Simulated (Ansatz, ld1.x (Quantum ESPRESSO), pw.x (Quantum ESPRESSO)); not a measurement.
**What a changed setting does to a pw.x run (sc P)**

Potential: norm-conserving RRKJ (Kleinman–Bylander form), ld1.x (Quantum ESPRESSO) 7.5, PBEsol; core [Ne], reference 3s2 3p3; waves: 3s (bound): rc 1.50 bohr; 3p (bound): rc 1.70 bohr; 3d channel at 0.05 Ry: rc 1.85 bohr; local part: all-electron potential smoothed inside 1.98 bohr (lloc = -2); core correction: none; rho0 0.02.

The reference run (k-mesh 13³, cutoffs 85/340 Ry, Fermi–Dirac 0.01 Ry, mixing_beta 0.4, conv_thr 1e-9, no spin) gives -0.25 GPa at 14.206 Å³/atom, where all-electron LAPW gives 0.21 GPa. This run, with its own iteration cap, changes tot_charge to 3, a wrong or extreme entry chosen on purpose.

```
&control
  calculation='scf', prefix='x', pseudo_dir='./', outdir='./tmp', tstress=.true., disk_io='none'
/
&system
  ibrav=0, nat=1, ntyp=1, ecutwfc=85, ecutrho=340, nbnd=9,
  occupations='smearing', smearing='fd', degauss=0.01, tot_charge=3
/
&electrons
  conv_thr=1e-09, mixing_beta=0.4, electron_maxstep=70
/
ATOMIC_SPECIES
P 1.0 P.UPF
CELL_PARAMETERS angstrom
  2.42190593 0.00000000 0.00000000
  0.00000000 2.42190593 0.00000000
  0.00000000 0.00000000 2.42190593
ATOMIC_POSITIONS crystal
P 0.0000 0.0000 0.0000
K_POINTS automatic
13 13 13 0 0 0
```

```bash
pw.x < P.scf.in > P.scf.out
```

How does the run end?

It converges in 6 iterations; the free energy moves by -25.32 eV/atom and the pressure by -462.42 GPa. The cell is charged against a uniform background, so energy and pressure depend on the zero of the potential and are not those of the crystal.

```
Message from routine setup:
     using ibrav=0 with symmetry is DISCOURAGED, use correct ibrav instead
     lattice parameter (alat)  =       4.5767  a.u.
     unit-cell volume          =      95.8668 (a.u.)^3
     number of electrons       =         2.00
     number of Kohn-Sham states=            9
     kinetic-energy cutoff     =      85.0000  Ry
     charge density cutoff     =     340.0000  Ry
     scf convergence threshold =      1.0E-09
     Exchange-correlation= PBESOL
     number of k points=    84  Fermi-Dirac smearing, width (Ry)=  0.0100
     iteration #  1     ecut=    85.00 Ry     beta= 0.40
     total energy              =     -15.06172928 Ry
     estimated scf accuracy    <       0.00818492 Ry
     iteration #  2     ecut=    85.00 Ry     beta= 0.40
     total energy              =     -15.06231547 Ry
     estimated scf accuracy    <       0.00288418 Ry
     iteration #  3     ecut=    85.00 Ry     beta= 0.40
     total energy              =     -15.06238076 Ry
     estimated scf accuracy    <       0.00000417 Ry
     iteration #  4     ecut=    85.00 Ry     beta= 0.40
     c_bands:  1 eigenvalues not converged
     c_bands:  1 eigenvalues not converged
     total energy              =     -15.06239250 Ry
     estimated scf accuracy    <       0.00000430 Ry
     iteration #  5     ecut=    85.00 Ry     beta= 0.40
     total energy              =     -15.06239266 Ry
     estimated scf accuracy    <       0.00000004 Ry
     iteration #  6     ecut=    85.00 Ry     beta= 0.40
     the Fermi energy is     5.7976 ev
!    total energy              =     -15.06239268 Ry
     estimated scf accuracy    <          6.9E-10 Ry
     smearing contrib. (-TS)   =      -0.00115695 Ry
     The total energy is F=E-TS. E is the sum of the following terms:
     one-electron contribution =       1.40138882 Ry
     hartree contribution      =       0.10877794 Ry
     xc contribution           =      -1.07293547 Ry
     ewald contribution        =     -15.49846701 Ry
     convergence has been achieved in   6 iterations
          total   stress  (Ry/bohr**3)                   (kbar)     P=    -4626.69
     Message from routine punch:
     Nothing written, as per user request (disk_io='none')
```

The run took about 12 s on one core of a shared server CPU.
